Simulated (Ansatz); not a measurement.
Ytterbium, fcc: convergence with cold smearing

Computed with Ansatz, PBE, scalar-relativistic PAW, on the relaxed cell (a = 5.230 Å; spin not included). Errors count from a run at 420 eV on a Γ-centred 17×17×17 mesh with Fermi-Dirac smearing of 0.1 eV, extrapolated to zero width. Fixed here: cutoff 420 eV, mesh 10×10×10. The SCF starts from atomic densities corrected by a trained network.

```csv
width (eV),E(σ→0) error (meV/atom),F error (meV/atom),P (GPa),SCF iterations
0.01,-11.2,-11.2,-0.06,8
0.03,-11.2,-11.3,-0.07,9
0.1,-11.4,34.5,-0.71,12
0.2,83.9,171.9,-0.66,13
0.3,177.4,297.8,-0.51,11
0.6,425.4,625.3,-0.19,9
1.0,715.5,986.8,0.02,10
```
